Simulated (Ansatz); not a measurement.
A made-up structure of CHOSi, doublet:

O1  (0.137, -0.048, 0.669)
C2  (0.090, -0.512, 1.713)
Si3  (0.327, 0.843, -0.927)
H4  (-0.553, -0.283, -1.455)
(Å)

It is relaxed with PBE-D4/def2-SVP and then PBE0-D4/def2-TZVP (Ansatz 0.2.0). Atoms count as bonded within 1.22 times the sum of their covalent radii (H–H: 0.88 Å). The end point is not checked to be a true minimum.

**Question.** Does its bonding change? (A judgement: the text doesn't fix the answer.)

**Answer.** By the calculation: Yes. Formed: none; broken: O1–Si3.

Where it ends: The first stage lowers the energy by 0.16 eV in 6 steps. It ends as a complex of SiH + CO:
| atom | x (Å) | y (Å) | z (Å) |
| --- | --- | --- | --- |
| O1 | 0.1193 | -0.1713 | 0.9276 |
| C2 | 0.1212 | -0.5677 | 1.9828 |
| Si3 | 0.3221 | 0.9613 | -1.2585 |
| H4 | -0.5626 | -0.2223 | -1.6518 |

For scale, one of the runs: PBE0-D4/def2-TZVP relaxation, 105 basis functions, launched by `ansatz run in.yaml --threads 2 --pin off --events-out ev --progress --plain --max-ram 4352MiB`. The run took about 22 s on 2 CPU threads of an Arm Neoverse V1 (shared host).
